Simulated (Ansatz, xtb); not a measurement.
# BH3PSi+: which of two structures lies lower

Structure a is a singlet given by its coordinates and structure b is a singlet given by its coordinates. Both are isolated ions in the gas phase, relaxed with PBE0-D4/def2-TZVP.

a (Å):

```xyz
6

B    -0.2363    0.1622    0.2697
P     1.1683   -0.4155   -0.6783
Si    1.7316    1.5111    0.1066
H     1.1668   -1.2228   -1.8282
H    -1.3731   -0.0650    0.5012
H     0.1899    1.1282    0.9922
```

Close contacts (Å): B1–P2 1.79, B1–Si3 2.39, P2–Si3 2.16, B1–H5 1.18, B1–H6 1.28, P2–H4 1.41, Si3–H6 1.82.

b (Å):

```json
{"atom": "B", "x (Å)": "-2.0095", "y (Å)": "0.9916", "z (Å)": "0.5056"}
{"atom": "P", "x (Å)": "-2.6111", "y (Å)": "0.1505", "z (Å)": "2.0115"}
{"atom": "Si", "x (Å)": "-0.7721", "y (Å)": "-0.3360", "z (Å)": "1.2341"}
{"atom": "H", "x (Å)": "-2.2418", "y (Å)": "1.7950", "z (Å)": "-0.3247"}
{"atom": "H", "x (Å)": "0.3733", "y (Å)": "-1.2363", "z (Å)": "1.4975"}
{"atom": "H", "x (Å)": "-3.7100", "y (Å)": "0.0952", "z (Å)": "2.9086"}
```

Close contacts (Å): B1–P2 1.83, B1–Si3 1.96, P2–Si3 2.05, B1–H4 1.18, P2–H6 1.42, Si3–H5 1.48.

**Question.** Which of the two would you expect CCSD(T)/def2-TZVPP electronic energies to favour?

**Answer.** Structure a; the calculation gives E(b) − E(a) = +7.7 kcal/mol.

The same difference at several levels:

| level | geometry | E(b) − E(a) (kcal/mol) | departure from the last row (kcal/mol) | job, with rough time for the two |
| --- | --- | --- | --- | --- |
| PBE0-D4/def2-TZVP | PBE0-D4/def2-TZVP | +7.0 | −0.8 | optimisation, 35 s |
| HF/def2-TZVPP | PBE0-D4/def2-TZVP | +6.0 | −1.7 | part of the CCSD(T) run |
| MP2/def2-TZVPP | PBE0-D4/def2-TZVP | +5.4 | −2.4 | part of the CCSD(T) run |
| CCSD(T)/def2-TZVPP | PBE0-D4/def2-TZVP | +7.7 |  | single point, 16 s |

None of the levels shown reverses the order. The largest departure from CCSD(T)/def2-TZVPP is that of MP2/def2-TZVPP, 2.4 kcal/mol. Levels run at GFN2-xTB geometries aren't shown.

With harmonic frequencies from PBE0-D4/def2-TZVP (ideal gas, rigid rotor, one conformer each, 298.15 K, 1 atm): the zero-point term adds −0.3 kcal/mol; ΔH is +7.3 and ΔG +7.8 kcal/mol.

The correlated steps freeze 11 core orbitals. Mirror images aren't counted in ΔG. Programs: Ansatz 0.2.0; the last row on 2 threads of Intel(R) Xeon(R) Platinum 8375C CPU @ 2.90GHz (Ice Lake) on a shared host.
